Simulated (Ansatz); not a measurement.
Molecule: C2H3O, charge 0, multiplicity 2. It need not be the lowest isomer of its formula. 
Structure (B3LYP-D3(BJ)/def2-TZVP (Ansatz, a quantum-chemistry and plane-wave program) minimum search):
```
C
O 1 1.2320
H 1 1.1046 2 120.09
C 1 1.4198 3 116.82 2 -180.00
H 4 1.0821 1 121.11 3 0.00
H 4 1.0821 5 119.53 1 180.00
```
Charge 0, spin multiplicity 2.

Computed values are from Ansatz. Correlated levels leave the core frozen unless marked. UHF or UKS for open shells. No spin-orbit coupling. Non-relativistic. Basis-set limits of correlation are two-point, X^-3; Hartree-Fock from the larger set. [CCSD(T)-MP2]/basis is that difference in the basis named.

The UHF reference is spin-contaminated (<S^2> 0.17 over the pure value in the largest basis). 

### Question
What is the atomisation energy De at RI-MP2/CBS(cc-pVTZ,cc-pVQZ)+[CCSD(T)-MP2]/cc-pVTZ?

### Answer
573.2 kcal/mol.

### Question
What is the total energy at RI-MP2/CBS(cc-pVTZ,cc-pVQZ)+[CCSD(T)-MP2]/cc-pVTZ?

### Answer
-153.0004 Eh.

### Question
What is the dipole moment at CCSD(T)/aug-cc-pVDZ?

### Answer
2.90 D.

### Question
What is the T1 diagnostic at CCSD/cc-pVTZ?

### Answer
0.032.
